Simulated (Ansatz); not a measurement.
**Al2H4S: a ladder of functionals and wavefunction methods**

One table from this session's results is given with a row withheld; the runs are named, their logs left out.

The runs use Ansatz 0.2.0, Gaussian basis; functionals in def2-TZVPP, the program's frozen cores in correlated methods.

Plan: LDA (SPW92), PBE-D4, revPBE-D4, BLYP-D4, r2SCAN-D4, B97M-V, PBE0-D4, B3LYP-D4, r2SCANh-D4, r2SCAN0-D4, HSE06-D4, BHLYP-D4, CAM-B3LYP-D4, LC-ωPBE, ωB97X-V, ωB97M-V, B2PLYP, PBE-QIDH; CCSD(T)/def2-SVP; CCSD(T)/def2-TZVPP; MP2/def2-QZVPP; extrapolation to the limit; RPA on PBE.

## The relaxed structure

All runs share one geometry, relaxed beforehand with PBE0-D4 in a triple-zeta def2 set.

SMILES `[AlH2][S][AlH2]`, 7 atoms, charge 0, spin multiplicity 1.

Atoms are counted from 1 here; the program's logs count them from 0.

Bond lengths: Al1–S2 2.183 Å, Al1–H4 1.581 Å, Al1–H5 1.580 Å, S2–Al3 2.183 Å, Al3–H6 1.580 Å, Al3–H7 1.581 Å. Angles: S2–Al1–H4 120.5°, S2–Al1–H5 116.2°, H4–Al1–H5 123.3°, Al1–S2–Al3 101.4°, S2–Al3–H6 116.2°, S2–Al3–H7 120.5°, H6–Al3–H7 123.3°.

The first run:

File in.yaml:

```yaml
crystal:
  periodic: [false, false, false]
  atoms:
    - {symbol: Al, position_ang: [-1.436677, 0.374549, -0.794594]}
    - {symbol: S, position_ang: [-0.514276, 0.655043, 1.164193]}
    - {symbol: Al, position_ang: [1.409539, -0.337587, 0.881330]}
    - {symbol: H, position_ang: [-0.666336, -0.394292, -1.940672]}
    - {symbol: H, position_ang: [-2.885177, 0.978631, -0.976639]}
    - {symbol: H, position_ang: [2.385223, -0.335273, 2.123999]}
    - {symbol: H, position_ang: [1.769105, -1.009072, -0.503518]}
basis:
  gaussian: {orbitals: def2-TZVPP}
hamiltonian: {xc: lda}
output: {orbitals: {seedname: orbitals}}
```

On the command line:

```
$ ansatz run in.yaml --threads 2 --pin off --events-out ev --progress --plain --max-ram 4352MiB
```

Among the steps run: LDA; PBE-D4 (GGA); revPBE-D4 (GGA); BLYP-D4 (GGA); r2SCAN-D4 (meta-GGA); B97M-V (meta-GGA); PBE0-D4 (hybrid); B3LYP-D4 (hybrid); r2SCANh-D4 (hybrid); r2SCAN0-D4 (hybrid); HSE06-D4 (hybrid); BHLYP-D4 (hybrid); CAM-B3LYP-D4 (range-separated); LC-ωPBE (range-separated); ωB97X-V (range-separated); ωB97M-V (range-separated); B2PLYP (double hybrid); PBE-QIDH (double hybrid).

One of the session's tables, all rows but one given; the rest of the session is left out.

It belongs to the step «Frontier levels by functional». 

```
  functional  HOMO (eV)  LUMO (eV)  gap (eV)
 LDA (SPW92)      -7.14      -2.67      4.47
      PBE-D4      -7.06      -2.42      4.64
   revPBE-D4      -7.01      -2.31      4.70
     BLYP-D4      -6.85      -2.28      4.57
   r2SCAN-D4      -7.34      -2.11      5.24
      B97M-V      -7.44      -2.30      5.14
     PBE0-D4      -8.16      -1.65      6.51
    B3LYP-D4      -7.89      -1.84      6.05
  r2SCANh-D4      -7.75      -1.85      5.90
  r2SCAN0-D4          ?          ?         ?
    HSE06-D4      -7.76      -2.02      5.75
    BHLYP-D4      -9.07      -0.84      8.23
CAM-B3LYP-D4      -9.38      -0.70      8.68
     LC-ωPBE     -10.79       0.36     11.16
     ωB97X-V     -10.44       0.26     10.70
     ωB97M-V     -10.29       0.00     10.29
```

Estimate the missing values for r2SCAN0-D4.

Worked estimate for «HOMO (eV)». Against the share of exact exchange, r2SCAN-D4 (0, -7.34), r2SCANh-D4 (0.1, -7.75) give a slope of -4.10 per unit share; at 0.25 the line stands at -8.36.

The run gave: HOMO (eV): -8.35; LUMO (eV): -1.47; gap (eV): 6.89. In «HOMO (eV)» the line misses by -0.01.
